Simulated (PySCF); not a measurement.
Gas-phase reaction: 2 SiH + SiF₄ ⇌ 2 SiHF₂ + Si

Method: PySCF energies plus ideal-gas RRHO corrections (1 bar). † marks an energy on the PBE0/def2-TZVP geometry and frequencies; other levels use their own. MP2 freezes the core. 6-31G* has spherical d functions here. Open shells (unrestricted): SiH (multiplicity 2, electronic degeneracy 4), SiHF₂ (multiplicity 2), Si (multiplicity 3, electronic degeneracy 9); the rest are closed-shell singlets. Spin-orbit splitting is ignored; it lowers the true energy and changes the entropy of SiH, Si. B3LYP is the form with VWN-RPA correlation. SiHF₂: computed as isolated molecules; such fragments, hydroxides, amides, oligomers or adducts are transient or little studied in the gas. MP2 isn't extrapolated to the basis-set limit; its ΔH°(298 K) is 121.3 kJ in def2-SVP and 117.4 kJ in def2-TZVPP. The harmonic model lacks anharmonicity and excited electronic states, which grow with temperature; levels with a mode under 35 cm⁻¹ are left out.

```json
[
 {"level": "B3LYP/6-31G*", "ΔE electronic, kJ": "134", "ΔH°(298 K), kJ": "143", "ΔS°(298 K), J/K": "32", "ΔG°(2000 K), kJ": "84"},
 {"level": "B3LYP/def2-TZVP†", "ΔE electronic, kJ": "118", "ΔH°(298 K), kJ": "127", "ΔS°(298 K), J/K": "32", "ΔG°(2000 K), kJ": "67"},
 {"level": "MP2/def2-TZVPP†", "ΔE electronic, kJ": "109", "ΔH°(298 K), kJ": "117", "ΔS°(298 K), J/K": "32", "ΔG°(2000 K), kJ": "58"},
 {"level": "PBE/def2-TZVP†", "ΔE electronic, kJ": "97", "ΔH°(298 K), kJ": "105", "ΔS°(298 K), J/K": "32", "ΔG°(2000 K), kJ": "45"},
 {"level": "PBE0/def2-SVP†", "ΔE electronic, kJ": "109", "ΔH°(298 K), kJ": "117", "ΔS°(298 K), J/K": "32", "ΔG°(2000 K), kJ": "58"},
 {"level": "ωB97M-V/def2-TZVP†", "ΔE electronic, kJ": "142", "ΔH°(298 K), kJ": "150", "ΔS°(298 K), J/K": "32", "ΔG°(2000 K), kJ": "91"}
]
```
ΔH° is lowest at PBE/def2-TZVP† and highest at ωB97M-V/def2-TZVP†. No reference value is set beside these.
